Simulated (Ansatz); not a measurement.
1T (CdI2-type) SnSe₂, treated with HSE06 (PAW; Ansatz, an electronic-structure program).

Run with plane-wave cutoff 520 eV, 6×6×4 k mesh (along the axes of the cell as run), Fermi–Dirac smearing 0.01 eV, scalar-relativistic PAW data made under PBE.

Starting structure:

```
CELL_PARAMETERS angstrom
      3.81000     0.00000     0.00000
     -1.90500     3.29956     0.00000
      0.00000     0.00000     6.14000
ATOMIC_POSITIONS crystal
  Sn 0.00000 0.00000 0.00000
  Se 0.33333 0.66667 0.25000
  Se 0.66667 0.33333 0.75000
```

Question: Into what structure does the relaxation of cell and atoms lead at this level, with the symmetry of the start kept?

Answer: The volume grows by 14 %; final space group P-3m1.
```
CELL_PARAMETERS angstrom
      3.82710     0.00000     0.00000
     -1.91355     3.31437     0.00000
      0.00000     0.00000     6.94295
ATOMIC_POSITIONS crystal
  Sn 0.00000 0.00000 0.00000
  Se 0.33333 0.66667 0.22486
  Se 0.66667 0.33333 0.77514
```

Note: the cell comes from a level without a dispersion term, which matters for the spacing of layers, chains or molecules; the cell has widely spaced layers and the level no dispersion term, so their spacing and the moduli can rest on weak binding.
